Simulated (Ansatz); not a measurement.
Cost and result for the atomization energy of `NC(O)(F)S` (9 atoms, 8 bonds).

```xyz
9

N     0.1201   -0.8513    0.9391
C     0.1711    0.1234   -0.0931
O    -0.3058    1.3269    0.3420
F     1.4998    0.2478   -0.4321
S    -0.7668   -0.3699   -1.5804
H    -0.8369   -1.0574    1.1932
H     0.5978   -1.7011    0.6696
H     0.1144    1.4921    1.1972
H    -0.5936    0.7895   -2.2355
```

The species carries charge 0 and has multiplicity 1. All single points use the PBE0-D4/def2-TZVP geometry. It is one conformer, not always the lowest. Program: Ansatz. All runs use 4 threads of an Intel Xeon Platinum 8488C on a shared host. Times are those of one run each, without the atoms' runs, and a repeat can differ threefold. Electronic energies, without spin–orbit coupling; frozen cores. CCSD(T)/CBS adds CCSD(T) − MP2 in def2-TZVPP to the MP2 limit, and its time is that of the two runs behind it. T1 = 0.012. HSE06 is the plane-wave form, built on full-range PBE exchange.

CCSD(T)/CBS is a level of theory with its own doubt, some kJ/mol a heavy atom from the limit and from the frozen cores, so smaller differences don't rank the functionals.

```csv
level,functions,atomization (kJ/mol),difference from CCSD(T)/CBS,per bond
HSE06-D4/def2-TZVPP,222,3216.5,10.9,1.4
BLYP-D4/def2-TZVPP,222,3224.8,19.2,2.4
CCSD(T)/def2-TZVPP,222,3093.0,-112.6,-14.1
LDA (SPW92)/def2-TZVPP,222,3847.8,642.2,80.3
PBE-QIDH/def2-TZVPP,222,3161.6,-44.0,-5.5
CCSD(T)/CBS(def2),–,3205.6,0.0,0.0
MP2/def2-QZVPP,418,3248.0,42.4,5.3
CAM-B3LYP-D4/def2-TZVPP,222,3219.0,13.4,1.7
CCSD(T)/def2-SVP,94,2972.9,-232.7,-29.1
revPBE-D4/def2-TZVPP,222,3216.1,10.5,1.3
ωB97M-V/def2-TZVPP (with forces),222,3229.7,24.1,3.0
B2PLYP/def2-TZVPP,222,3156.1,-49.5,-6.2
ωB97X-V/def2-TZVPP,222,3223.7,18.1,2.3
```

**Question.** Order the runs by time, with rough figures. (Best estimate.)

**Answer.** The calculation gave: LDA (SPW92)/def2-TZVPP 1.1 s; revPBE-D4/def2-TZVPP 1.5 s; BLYP-D4/def2-TZVPP 1.6 s; HSE06-D4/def2-TZVPP 2.3 s; CAM-B3LYP-D4/def2-TZVPP 2.4 s; CCSD(T)/def2-SVP 4.3 s; B2PLYP/def2-TZVPP 4.4 s; PBE-QIDH/def2-TZVPP 4.6 s; ωB97X-V/def2-TZVPP 4.6 s; ωB97M-V/def2-TZVPP (with forces) 7 s; MP2/def2-QZVPP 15 s; CCSD(T)/def2-TZVPP 74 s; CCSD(T)/CBS(def2) 89 s.

At CCSD(T), def2-SVP lies −232.6 kJ/mol from the extrapolated value and def2-TZVPP −112.6 kJ/mol: correlation converges slowly with the basis, and small sets miss more of it in the bonded molecule than in its fragments. From PBE to PBE0 (25 % exact exchange), in def2-TZVPP and without D4, the atomization energy moves by −112.2 kJ/mol: exact exchange takes away binding that semilocal exchange gives to molecules. Leaving LDA and LC-ωPBE aside and taking each functional with its dispersion term where it has one, the values, not all of them listed here, spread over 294.0 kJ/mol, from BHLYP-D4 to PBE-D4. LDA lies +537.0 kJ/mol from PBE without D4, its usual overbinding.
